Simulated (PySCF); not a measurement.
# MgF: from constants to spectrum

UHF-CCSD(T) constants of MgF, ²Σ⁺ (doublet), unpaired electrons σ ↑ (Mg x2c-SVPall, F x2c-SVPall; spin-free X2C with a Gaussian nucleus (PySCF 2.14); masses 23.9850 and 18.9984 u):

- ωe: 720.5 cm⁻¹
- ωexe: 2.97 cm⁻¹
- Be: 0.50312 cm⁻¹
- αe: 0.00376 cm⁻¹
- D (centrifugal): 9.81e-07 cm⁻¹
- De to Mg + F: 4.17 eV

(1) Give the vibrational terms G(v) and spacings up to v = 6.

(2) How well does the Morse estimate ωe²/(4ωexe) reproduce De, and what is D0?

Correlated steps freeze 2 core orbitals. Correlated levels converge slowly with the basis: in double zeta they bind strong bonds too weakly, by up to about 1 eV, and carry superposition errors of some tenths. The state is the lowest determinant that a PBE0 search found; another state may lie lower at other levels.

Answers

(1) G(v) = ωe(v+½) − ωexe(v+½)².

```
v  G(v) (cm⁻¹)  G(v) − G(v−1)  Bv (cm⁻¹)
0          360                    0.5012
1         1074            715     0.4975
2         1783            709     0.4937
3         2485            703     0.4900
4         3182            697     0.4862
5         3873            691     0.4824
6         4558            685     0.4787
```

(2) It gives 5.42 eV, 130 % of the computed De. D0 = De − G(0) = 4.17 − 0.04 = 4.13 eV.
